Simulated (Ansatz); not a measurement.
Relaxation of CHNO (4 atoms, charge 0, multiplicity 1), to a largest force component of 0.02 eV/Å in at most 50 steps.

Theory: RKS PBE0-D4/def2-SVP in Ansatz 0.2.0.

```xyz
4
Properties=species:S:1:pos:R:3:forces:R:3
N 0.506 -0.350 -0.351 4.13 -0.77 0.67
C -0.462 0.186 0.088 -5.39 -0.25 -3.02
O -1.498 0.629 0.339 -3.70 1.66 1.02
H 0.362 0.361 0.779 4.96 -0.63 1.33
```

Task: Where does it end, and by what steps?

Result: The run converged. After 11 steps the energy has fallen by 3.255 eV; H4 moved furthest, 0.86 Å. Parted: C2–H4. Joined: N1–H4.

| step | energy less start (eV) | largest force component (eV/Å) | accepted |
| --- | --- | --- | --- |
| 0 | 0.0000 | 5.392 | yes |
| 1 | -0.7370 | 4.520 | yes |
| 2 | -1.8227 | 3.873 | yes |
| 3 | -2.6471 | 3.811 | yes |
| 4 | -2.6580 | 3.355 | yes |
| 5 | -3.0230 | 4.931 | yes |
| 6 | -3.2068 | 1.596 | yes |
| 7 | -3.2413 | 0.849 | yes |
| 8 | -3.2519 | 0.128 | yes |
| 9 | -3.2544 | 0.088 | yes |
| 10 | -3.2546 | 0.023 | yes |
| 11 | -3.2546 | 0.001 | yes |

```xyz
4
Properties=species:S:1:pos:R:3
N 0.388 -0.100 0.014
C -0.756 0.283 0.111
O -1.880 0.585 0.080
H 1.156 0.058 0.649
```

The run took 12 s on 1 thread of Arm Neoverse V1 (shared host), peak memory 0.12 GiB.
